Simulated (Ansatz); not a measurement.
```yaml
crystal:
  periodic: [false, false, false]
  atoms:
    - {symbol: Cu, position_ang: [0.000000, 0.000000, -1.669692]}
    - {symbol: C, position_ang: [0.000000, 0.000000, 0.280191]}
    - {symbol: O, position_ang: [0.000000, 0.000000, 1.389501]}
basis:
  gaussian: {orbitals: def2-TZVP}
total_charge: 1
hamiltonian: {xc: pbe0}
relax: {f_tol: 0.004, max_steps: 80}
```

```sh
$ ansatz run in.yaml --threads 1 --pin off --events-out ev --progress --plain --max-ram 2176MiB
```

Steps of the relaxation (energy above the last step; positions in Å, forces in eV/Å):

```
3
step 1, 12.9 meV
Cu    0.000    0.000   -1.670    0.000    0.000    0.433
C     0.000    0.000    0.280    0.000    0.000   -0.835
O     0.000    0.000    1.390    0.000    0.000    0.402
```

```
3
step 2, 5.9 meV
Cu    0.000    0.000   -1.659    0.000    0.000    0.310
C     0.000    0.000    0.273    0.000    0.000   -0.290
O     0.000    0.000    1.386    0.000    0.000   -0.020
```

```
3
step 3, 0.2 meV
Cu    0.000    0.000   -1.631    0.000    0.000   -0.061
C     0.000    0.000    0.259    0.000    0.000    0.004
O     0.000    0.000    1.371    0.000    0.000    0.057
```

```
3
step 4, 0.0 meV
Cu    0.000    0.000   -1.635    0.000    0.000    0.002
C     0.000    0.000    0.261    0.000    0.000    0.000
O     0.000    0.000    1.374    0.000    0.000   -0.002
```

Close pairs at the end: C2–O3 1.113 Å, Cu1–C2 1.896 Å.

A stationary point of restricted PBE0 after 4 steps (its stability towards spin polarisation wasn't tested); no frequencies were run, so it isn't proven a minimum. 15 s on 1 thread of Intel Xeon Platinum 8259CL, shared host.
